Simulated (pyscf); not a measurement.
H₃C–SnH₂• + methane (CH₄) → methane (CH₄) + H₃C–SnH₂• (concerted two-bond exchange; doublet surface; C–Sn, C–H broken, C–H, C–Sn formed). PySCF, gas phase, ωB97X-D3(BJ)/def2-SVP geometries. Energies in eV from the separated reactants.

| level | barrier | reaction energy |
|---|---|---|
| ωB97X-D3(BJ)/def2-TZVP | 2.49 | 0.00 |
| PBE/def2-TZVP | ___ | 0.00 |
| r²SCAN/def2-TZVP | ___ | 0.00 |
| B3LYP-D3(BJ)/def2-TZVP | 2.19 | 0.00 |
| PBE0-D3(BJ)/def2-TZVP | 2.38 | 0.00 |
| HF/def2-TZVP | 2.82 | 0.00 |

Question: What belongs in the gaps?

Answer: 
- PBE/def2-TZVP, barrier: 2.26
- r²SCAN/def2-TZVP, barrier: 2.34

The functionals in the table span 0.29 eV in this barrier, from B3LYP-D3(BJ) to ωB97X-D3(BJ)/def2-TZVP. The same reactants have a lower exit, to H₃C–SnH₃ + CH₃• (barrier +1.58 eV at ωB97M-D3(BJ)/def2-TZVP, against +2.47 eV here). This is the saddle that the search found; another between the same sides may lie lower. Elements past Kr carry the def2 core potentials, without spin-orbit coupling.
